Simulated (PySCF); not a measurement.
An unknown is described by computed data only.

Formula: CH8Si2.

| Property | Result |
| --- | --- |
| 13C NMR | chemical shifts (computed TMS as zero) by class: -9.2 (1 C) ppm [GIAO PBE0/pcSseg-1] |
| Rotational structure | rotational constants A, B, C: 13.040, 3.181, 2.768 GHz [PBE0-D3(BJ)/def2-SVP] |
| UV, strongest line | among the 10 lowest singlet transitions: S4 at 8.09 eV (153 nm, f = 0.480) [TDDFT wB97X-D/def2-SVPD] |
| UV, first state | lowest singlet excitation: 7.20 eV (172 nm, f = 0.035) [TDDFT wB97X-D/def2-SVPD] |
| XPS | Si2p3/2 106.3, Si2p3/2 106.4, C1s 290.3, Si1s 1846.1, Si1s 1846.1 eV [ΔSCF SCAN, pcX-2 on the ionised atom, pcseg-1 elsewhere, spin-free X2C, 2p3/2 from a spin–orbit splitting computed afterwards within the 2p shell] |
| Polarisability | 73.4 au [wB97X-D/def2-SVPD] |

The electronic properties come from PySCF, for the isolated species, density fitting. Levels stand in brackets. Geometry: PBE0-D3(BJ)/def2-SVP; no solvent, vibrations or thermal averaging. NMR classes are plain means over equivalent atoms (diastereotopic ones count apart unless rotation or inversion swaps them), as if these changed places fast.

Problem. Give a SMILES that accounts for the data.

Solution. The one carbon: carbon bonded to Si and 3 H (-9.2 ppm). The core levels belong to: Si2p3/2 106.3 eV, silicon bonded to C, Si and 2 H; Si2p3/2 106.4 eV, silicon bonded to Si and 3 H; C1s 290.3 eV, carbon bonded to Si and 3 H; Si1s 1846.1 eV, silicon bonded to C, Si and 2 H; Si1s 1846.1 eV, silicon bonded to Si and 3 H. By its constants the optimised geometry is an asymmetric top. Structure: SiH2Me(SiH3), `[SiH3][SiH2]C`. Computed isomers that give other values at the same levels: `[SiH3]C[SiH3]` (13C chemical shifts (computed TMS as zero) by class: -16.8 (1 C) ppm). The assignments are read from this structure; whether some other isomer fits the data as well wasn't checked.
